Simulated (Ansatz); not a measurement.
# fcc Al

Level of theory: r²SCAN (Ansatz, an electronic-structure program, plane waves, PAW).

Numerical settings: plane-wave cutoff 500 eV, 8×20×1 k mesh (along the axes of the cell as run), Fermi–Dirac smearing 0.1 eV, scalar-relativistic PAW data made under PBE.

Cell: relaxed at this level.

| Item | Value |
|---|---|
| surface energy of the (211) face | 1.08 J/m² |
| work function of the (211) face | 4.23 eV |

The slab of 24 atoms is relaxed and unreconstructed.

The computed numbers hold no vibrational or temperature effects.

Cost on a shared machine: very roughly 16 core-minutes.
